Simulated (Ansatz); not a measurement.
Relaxed structures of BSiH₄, doublet (PBE0-D4/def2-TZVP; forces vanish, vibrations not checked; lower isomers may exist, and structures with a doubtful reference or unclear bonds are left out; Å). Ansatz 0.2.0; basis: def2-TZVPP; cores frozen in the correlated methods; orbitals are unrestricted.

**Question.** Rank them by CCSD(T) energy, lowest first, and give each one's height above the lowest. Links in brackets join atoms within 1.22 times the sum of their covalent radii (1.1 for two metals). (An estimate is asked for; the value comes from the calculation.)
A.
BSiH₄ ([H]1[BH2][SiH]1)
```
6
angstrom
B -0.5215 0.4190 0.0165
Si 0.8866 -0.5679 0.8676
H 1.2344 -1.8692 0.1952
H -1.2888 -0.3092 -0.5470
H 0.6721 0.2955 -0.5937
H -0.7268 1.5650 0.2610
```
B.
BSiH₄ ([BH2][SiH2])
```
6
angstrom
B 1.0428 -0.6799 0.8929
Si 0.0491 0.6333 -0.0982
H 1.5276 -1.6099 0.3220
H 1.1693 -0.5589 2.0741
H -0.1773 0.5945 -1.5644
H -0.5997 1.8291 0.4947
```
C.
BSiH₄ ([BH][SiH3])
```
6
angstrom
B 0.9150 -0.8072 0.7247
Si -0.3362 0.4163 -0.1874
H 1.2599 -1.9417 0.8108
H -1.5478 -0.1918 -0.8107
H 0.4913 1.0273 -1.2697
H -0.7823 1.4971 0.7322
```

**Answer.** The calculation gives: B (0.00 kcal/mol), A (12.04 kcal/mol), C (23.17 kcal/mol). Heights count from the lowest.

T1 diagnostic: at most 0.023. ⟨S²⟩ of the unrestricted Hartree–Fock references: 0.76 to 0.79 (a pure state has 0.75).

For scale, one of the runs: CCSD(T)/def2-TZVPP, 129 basis functions, launched by `ansatz run in.yaml --threads 2 --pin off --events-out ev --progress --plain --max-ram 4352MiB`. The run took 12 s on 2 CPU threads of an Arm Neoverse V2 (shared host), with 1.2 GiB of host memory at its peak.
